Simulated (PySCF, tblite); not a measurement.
# C₅H₁₀O: geometry, infrared bands and NMR shifts

Wanted: the infrared bands and NMR shifts of C₅H₁₀O (`C/C=C/COC`), by calculation.

The runs use tblite 0.8.0 and PySCF 2.14.0, with density-fitted response routines of our own; the level of theory stands in each step. All values are computed, except where a source is named. Atoms count from 0, in the outputs and in this text.

## Step 1: Starting geometry

16 atoms, charge 0, multiplicity 1; geometry from: force field or distance geometry start.

Bonds of the start (Å): C0–C1 1.51, C1–C2 1.33, C2–C3 1.52, C3–O4 1.37, O4–C5 1.39, C0–H6 1.10, C0–H7 1.12, C0–H8 1.10, C1–H9 1.09, C2–H10 1.08, C3–H11 1.12, C3–H12 1.09, C5–H13 1.10, C5–H14 1.13, C5–H15 1.12.

## Step 2: Relaxing the molecule with GFN2-xTB

Job settings and geometry (Å):

```
{"job": {"kind": "relax", "xc": "GFN2-xTB", "basis": "xTB"}, "charge": 0, "multiplicity": 1}
C      2.830700     0.136400     0.252800
C      1.328000     0.222700     0.199400
C      0.613500    -0.894500     0.286300
C     -0.895300    -0.706300     0.221400
O     -1.251300     0.608900     0.117900
C     -2.629700     0.794000     0.057400
H      3.148000    -0.835900    -0.159000
H      3.176400     0.165000     1.316100
H      3.301400     0.965000    -0.300300
H      0.808300     1.176700     0.120300
H      1.052700    -1.881300     0.375200
H     -1.306100    -1.102100     1.189600
H     -1.280700    -1.324800    -0.595500
H     -3.076500     0.272800    -0.795900
H     -2.793100     1.900900    -0.091600
H     -3.034000     0.511600     1.061800
```

Run with:

```bash
$ OMP_NUM_THREADS=1 python probes_run.py task.json out
```

The driver reads the jobs from task.json and runs them one after another.

**Question.** This job is followed by: GFN2-xTB harmonic vibrations, gas phase; GIAO PBE0/pcSseg-1 NMR shielding, non-relativistic, gas phase. Predict these results of the whole session: strongest single infrared mode (GFN2-xTB); zero-point energy (GFN2-xTB); ¹³C shifts against TMS (PBE0/pcSseg-1); ¹H shifts against TMS (PBE0/pcSseg-1, means over atoms taken as alike); ¹⁷O shifts against H2O (PBE0/pcSseg-1).

As calculated:

| quantity | value |
| --- | --- |
| strongest single infrared mode (GFN2-xTB) | 2778 cm⁻¹, 77 km/mol |
| zero-point energy (GFN2-xTB) | 86.1 kcal/mol |
| ¹³C shifts against TMS (PBE0/pcSseg-1) | 133.2, 131.9, 77.1, 61.3, 22.0 ppm |
| ¹H shifts against TMS (PBE0/pcSseg-1, means over atoms taken as alike) | 6.15, 5.62, 3.98, 3.57, 1.85 ppm |
| ¹⁷O shifts against H2O (PBE0/pcSseg-1) | 19.2 ppm |

In words: Relaxing lowered the energy by 0.320 eV in 79 steps; the close pair that moved most is C3–O4, from 1.366 to 1.407 Å. All 42 modes are real, so the xTB geometry is a minimum. The strongest single mode, at 2778 cm⁻¹, moves mainly H11 and H12. GFN2-xTB is a fitted tight-binding method: band positions and strengths are rough. Its intensities can rank the bands wrongly. At PBE0/pcSseg-1: The widest tensor belongs to C1: span 232 ppm, with a paramagnetic part of -201 ppm.
